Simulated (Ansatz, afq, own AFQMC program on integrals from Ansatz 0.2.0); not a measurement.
**Atomization energy of BNH₂, singlet**

| atom | x (Å) | y (Å) | z (Å) |
| --- | --- | --- | --- |
| B | 0.0000 | 0.0000 | 0.8600 |
| N | 0.0000 | 0.0000 | -0.5115 |
| H | 0.0000 | 0.8509 | -1.0580 |
| H | 0.0000 | -0.8509 | -1.0580 |

Connectivity, by distances: B–NH2.

Atoms in their ground-state spins without spin–orbit coupling (mostly on UHF) minus the molecule (RHF), without zero-point energy. The geometry is a stationary point, not shown to be a minimum.

Basis cc-pVDZ. Noble-gas cores (and the filled d shells of Ga–Kr and In–Xe) are frozen. Integrals, coupled cluster, full CI and functionals: Ansatz 0.2.0; the random walks run on the same integrals in our own AFQMC program. ph-AFQMC/CISD is guided by a CISD state made of CCSD amplitudes; releasing the constraint for a short imaginary time cuts its bias at the price of noise, slowly where states lie close. Free AFQMC starts from the CCSD state and is never constrained. Its projection time is finite, and what remains of the start isn't in its error. Uncertainties: one standard error, sampling alone. The errors of all members are added in quadrature.

No full CI on the walks' own integrals is used here; CCSDT(Q) serves as the reference and is uncertain by about the last step of the cluster series. Each member takes its own surest rung, up to full CI.

Errors are counted within cc-pVDZ, not against nature.

Cautions: BNH₂ (singlet): restricted determinant unstable towards unrestricted (UHF 52 meV lower, ⟨S²⟩ 0.27), the ph-AFQMC/HF walk drifts between its halves (2.2 errors); other spins of the molecule weren't checked.

| level | atomization energy (kcal/mol) |
| --- | --- |
| HF | 207.1 |
| MP2 | 285.3 |

Task: From these cheaper values, estimate the atomization energy at the reference level in cc-pVDZ.

Result: 282.6 kcal/mol (CCSDT(Q) in cc-pVDZ).

```csv
level,atomization energy (kcal/mol),error against CCSDT(Q) (kcal/mol)
CCSD,278.5,-4.2
CCSD(T),282.2,-0.5
ph-AFQMC/HF,290.9 ± 1.5,8.2 ± 1.5
ph-AFQMC/CISD,282.8 ± 0.3,0.2 ± 0.3
released AFQMC,282.9 ± 0.4,0.3 ± 0.4
free AFQMC,282.7 ± 0.4,0.1 ± 0.4
```

Correlation beyond CCSD(T) adds 0.5 kcal/mol. The perturbative (T) step is worth +3.7 kcal/mol.

Free projections are given only where their last times agree within the noise and don't stop above the reference; a slow remainder of the start can still hide under it. A walk keeps the symmetry of its determinant, which the program's search chose and which needn't be the lowest solution, so a lower state of the same spin and another symmetry isn't excluded. Released energies are given only where the last usable release times agree within the noise; a slower fall can still hide under it.
